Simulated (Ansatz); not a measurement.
## CCSD(T) forces

CH₂Li (SMILES [Li][CH2]), doublet, at a frame of a short PBE0-D4/def2-SVP trajectory.

Li1  (-1.439, 0.796, -0.571)
C2  (0.124, -0.061, 0.034)
H3  (0.236, -1.166, 0.204)
H4  (1.025, 0.398, 0.440)
(Å)

Program: Ansatz 0.2.0. Basis: def2-TZVPP. Cores are frozen in the correlated methods; orbitals are unrestricted. The outer core shell of Li, Na, Mg and K is correlated.

CCSD(T) forces from the calculation:
```json
{"atom": "Li1", "Fx": "-0.301", "Fy": "0.172", "Fz (eV/Å)": "-0.166"}
{"atom": "C2", "Fx": "-0.030", "Fy": "-0.941", "Fz (eV/Å)": "0.227"}
{"atom": "H3", "Fx": "0.013", "Fy": "0.700", "Fz (eV/Å)": "-0.136"}
{"atom": "H4", "Fx": "0.317", "Fy": "0.070", "Fz (eV/Å)": "0.076"}
```

Which atom feels the largest CCSD(T) force, and how large is it?

C2, 0.97 eV/Å, along (-0.03, -0.97, 0.23).

Root-mean-square difference of the force components from those of CCSD(T): PBE-D4 0.140; r2SCAN-D4 0.031; PBE0-D4 0.054; wB97M-V 0.056 eV/Å.

No T1 diagnostic of these runs exceeds 0.010. ⟨S²⟩ of the unrestricted Hartree–Fock references: 0.76 (a pure state has 0.75).

For scale, one of the runs: CCSD(T)/def2-TZVPP forces, 78 basis functions, launched by `ansatz run in.yaml --threads 2 --pin off --events-out ev --progress --plain --max-ram 3481MiB`. Hardware: 2 CPU threads of an Intel Xeon, shared host. Wall time about 18 s.
